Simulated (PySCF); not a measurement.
# SMILES C#CC=C1C=C1, C$_{6}$H$_{4}$

Geometry (Å), atoms numbered from 1 in this order:
```xyz
10

C     2.6821    0.4029    0.3810
C     1.6776   -0.1387    0.0068
C     0.5133   -0.7958   -0.4470
C    -0.6830   -0.2392   -0.3895
C    -1.5812    0.8486   -0.0622
C    -2.1140   -0.2357   -0.6062
H     3.5557    0.8788    0.7121
H     0.6426   -1.7923   -0.8492
H    -1.7085    1.8252    0.3379
H    -2.9758   -0.7492   -0.9590
```

Level of theory: PySCF 2.14.0, GIAO wB97X-D/pcSseg-1 magnetisability, rotational g tensor and spin-rotation constants, non-relativistic, gas phase. Geometry: GFN2-xTB.

Problem. How diamagnetic is it, and how anisotropic?

Solution. Isotropic -795 × 10⁻³⁰ J/T², or -47.9 × 10⁻⁶ cm³/mol; principal values -1000, -744, -641 × 10⁻³⁰ J/T², anisotropy 320 × 10⁻³⁰ J/T² (root of half the summed squared differences of the principal values). The susceptibility is in cgs units.

Problem. Split it along the inertial axes a, b, c into diamagnetic and paramagnetic parts about the centre of mass, with the quadrupole moment.

Solution. 
```tsv
axis	χ (10⁻⁶ cm³/mol)	diamagnetic (10⁻⁶ cm³/mol)	paramagnetic (10⁻⁶ cm³/mol)	summed x² of all electrons (Å²)	quadrupole Θ (D Å)
a	-44.8	-149.2	104.5	139.6	+6.84
b	-38.6	-625.8	587.2	27.3	+2.06
c	-60.2	-707.9	647.7	7.9	-8.90
```
Anisotropies 2χaa − χbb − χcc = +9.2 and 2χbb − χaa − χcc = +27.8 × 10⁻⁶ cm³/mol. Θ is traceless in Buckingham's convention.

Problem. And the rotational g tensor?

Solution. 
```tsv
axis	rotational constant (GHz)	g	nuclear part	electronic part
a	15.5295	-0.1159	0.6462	-0.7621
b	2.0857	-0.0189	0.5565	-0.5754
c	1.8388	+0.0076	0.5671	-0.5595
```
Asymmetric top; isotopes 12C, 1H; no vibrational averaging.
